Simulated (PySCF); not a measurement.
Chlorine: a sound run and one with changed settings

Sound run: Cl [Ne] 3s2 3p5, Cl⁺ [Ne] 3s2 3p4. Calculation: PySCF 2.14, in aug-cc-pVDZ-DK (5s4p2d, 27 functions); the spin-free X2C one-electron Hamiltonian (Gaussian nucleus). In the sound run the correlated levels freeze [Ne]. The sound run starts from symmetry-adapted Hartree-Fock orbitals and uses a fine grid where one is needed.

Changed run: a valence shell is frozen. This setting is unsound on purpose.

```
species   method  sound run (hartree)  changed run (hartree)  converged
     Cl      MP2           -460.99949             -460.96013        yes
     Cl  CCSD(T)           -461.01949             -460.97219        yes
    Cl⁺      MP2           -460.53683             -460.49087        yes
    Cl⁺  CCSD(T)           -460.55801             -460.50104        yes
```

Ionisation energy of Cl:

| method | sound run (eV) | changed run (eV) |
| --- | --- | --- |
| UHF | 11.811 | 11.811 |
| MP2 | 12.590 | 12.769 |
| SCS-MP2 | 12.563 | 12.817 |
| CCSD | 12.536 | 12.802 |
| CCSD(T) | 12.557 | 12.821 |

Freezing a valence shell removes pair correlation that changes on ionisation.

For comparison, NIST gives 12.968 eV between the lowest levels.
